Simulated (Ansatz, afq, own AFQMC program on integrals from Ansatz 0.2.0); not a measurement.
**BHO2, singlet: energetics from AFQMC and coupled cluster**

```xyz
4

O    -1.5521    0.5232    0.4196
B    -0.4193    0.1298    0.2555
O     0.8200   -0.3036    0.1138
H     1.1514   -0.3494   -0.7889
```

Geometry: a PBE0/def2-SVP stationary point, not shown to be a minimum. Basis def2-TZVP. Only valence electrons are correlated. AFQMC by an in-house program on the Cholesky factors that Ansatz 0.2.0 writes for its CCSD(T) run. ph-AFQMC/CISD is guided by a CISD state made of CCSD amplitudes; releasing the constraint for a short imaginary time cuts its bias at the price of noise, slowly where states lie close. Error bars are statistical, one sigma.

Best estimates are CCSD(T) at the basis-set limit (def2-TZVPP/QZVPP) plus the step from CCSD(T) to the highest rung at hand in def2-TZVP, named in the table (released AFQMC can keep some 10 meV of bias). Fragments are relaxed and keep their bonds. No zero-point, core-correlation or spin–orbit terms. Other levels are in def2-TZVP; a dash marks a level that is missing or breaks spin symmetry for a member.

Cautions: BHO₂ (singlet): the ph-AFQMC/HF walk drifts between its halves (2.3 errors); BHO (singlet): the released energies move by 1.5 errors or more from one time to the next, so no released level is given (meV from the phaseless value at times in 1/Eh: -3 ± 3 at 0.24, -4 ± 3 at 0.51, -7 ± 3 at 0.99, -1 ± 5 at 1.62, -14 ± 6 at 2.40), though the last usable value meets CCSDT(Q) within the noise.

```json
{"process": "B2–O1 → BHO (singlet; B–OH) + O (triplet)", "best estimate (kcal/mol)": "181.7", "highest rung": "CCSDT(Q)"}
{"process": "B2–O3 → BO (doublet) + HO (doublet)", "best estimate (kcal/mol)": "145.3", "highest rung": "CCSDT(Q)"}
{"process": "to free atoms", "best estimate (kcal/mol)": "446.8", "highest rung": "CCSDT(Q)"}
```

Errors against the best estimates in kcal/mol, the processes numbered in the order above:

| level | error, 1 | error, 2 | error, 3 |
| --- | --- | --- | --- |
| MP2 | 8.9 | 4.9 | 7.4 |
| CCSD(T) | -6.3 | -2.6 | -16.6 |
| ph-AFQMC/CISD | -6.0 ± 0.2 | – | -16.1 ± 0.1 |
| CCSD(T)/CBS | -0.1 | 0.4 | -0.2 |
| PBE | 9.9 | 1.8 | 15.4 |
| r2SCAN | 4.3 | -3.5 | 2.8 |
| PBE0 | 0.6 | -0.7 | -3.1 |
| B3LYP | 0.2 | -1.2 | -2.0 |
| wB97M-V | -0.9 | 3.6 | 1.8 |
| B2PLYP | 1.5 | -0.2 | -1.9 |

Cost at the first geometry (cards were shared with other jobs): PBE0/def2-TZVP, 1.4 s on 1 thread of AMD EPYC 7R13 Processor (Zen 3), with other jobs on the host; RCCSD(T)/def2-TZVP, 8 s on 1 × NVIDIA H100 80GB HBM3 with 1 thread of AMD EPYC 7R13 Processor (Zen 3), with other jobs on the host; CCSD(T)/def2-QZVPP, 10 s on 1 × NVIDIA H100 80GB HBM3 with 1 thread of AMD EPYC 7R13 Processor (Zen 3), with other jobs on the host; CCSDT(Q), 14 s on 1 × NVIDIA H100 80GB HBM3 with 1 thread of AMD EPYC 7R13 Processor (Zen 3), with other jobs on the host; ph-AFQMC/CISD with release, 2.4 min on 1 × NVIDIA H100 80GB HBM3 with 2 threads of AMD EPYC 7R13 Processor (Zen 3), with other jobs on the host.

Best estimates are given only where the step beyond CCSD(T) is under 0.3 eV and no member's determinant is very poor (T1 over 0.05, or 0.07 for open shells, ⟨S²⟩ too high by 0.3, two states mixed), so the hardest cases are missing from such tables.

The functionals ran in a triple-zeta set and keep a basis error of their own, a few kJ/mol for each bond in atomization energies and more for double hybrids, so close places among them and the extrapolated levels can swap.

CCSDT and higher add their correlation energy to the determinant of the CCSD(T) run, since their own runs factorise the integrals more tightly (a shift of under 2 meV). Each member of a difference takes its own highest rung, so a best estimate needn't equal the limit plus the step of one row. A walk keeps the symmetry of its determinant, which the program's search chose and which needn't be the lowest solution, so a lower state of the same spin and another symmetry isn't excluded.
